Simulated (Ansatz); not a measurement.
`[AlH2][SiH2]Cl` + H₂O → `O[SiH2][AlH2]` + HCl at 700 K and 1 bar (formal hydrolysis of the Si–Cl bond).

Gas-phase electronic energies from Ansatz, PBE0-D4/def2-TZVP geometries. CCSD(T)/CBS is the MP2 limit (def2-TZVPP, def2-QZVPP) plus CCSD(T) − MP2 in def2-TZVPP, frozen cores. This one scheme is used for every species. Each species was taken in one conformer, which may not be the lowest.

```
         species  CCSD(T)/CBS energy (Eh)  H − E (kJ/mol)  S (J/(mol·K))
`[AlH2][SiH2]Cl`               -993.29495           145.5          424.6
             H₂O                -76.37941            80.5          218.4
 `O[SiH2][AlH2]`               -609.28590           182.6          423.7
             HCl               -460.38127            38.4          211.8
```

H − E and S are ideal-gas, rigid-rotor, harmonic terms from PBE0-D4/def2-TZVP, for one conformer and one mirror image of each species. 1 Eh = 2625.50 kJ/mol, R = 8.31446 J/(mol·K).

**Question.** By hand: ΔE, ΔH, ΔS and ΔG.

**Answer.** ΔE = (-609.28590) + (-460.38127) − (-993.29495) − (-76.37941) = 0.00719 Eh = 18.9 kJ/mol. Δ(H − E) = 182.6 + 38.4 − 145.5 − 80.5 = -5.0, so ΔH = 13.9 kJ/mol. ΔS = 423.7 + 211.8 − 424.6 − 218.4 = -7.5 J/(mol·K). ΔG = 13.9 − 700 × (-7.5)/1000 = 19.1 kJ/mol.

**Question.** By hand: the equilibrium constant, and the temperature at which ΔG would vanish if ΔH and ΔS stayed fixed.

**Answer.** log₁₀ K = −ΔG/(RT ln 10) = -1.4. ΔH and −TΔS have one sign here, so there is no such temperature.

TΔS isn't small against ΔH here. A doubt of 5 kJ/mol in ΔE shifts log₁₀ K by 0.4 here. Other conformers and mirror images would add mixing entropy, several J/(mol·K) or more a flexible species. Modes under 60 cm⁻¹, often nearly free rotors, make the harmonic entropy too high. These are equilibria of isolated gas molecules and say nothing of rates. Largest T1 diagnostic: 0.012 (customary marks: 0.02 for closed shells, 0.045 for open ones).

ΔS is within the doubt of such terms, so its sign, and with it that verdict, could turn.
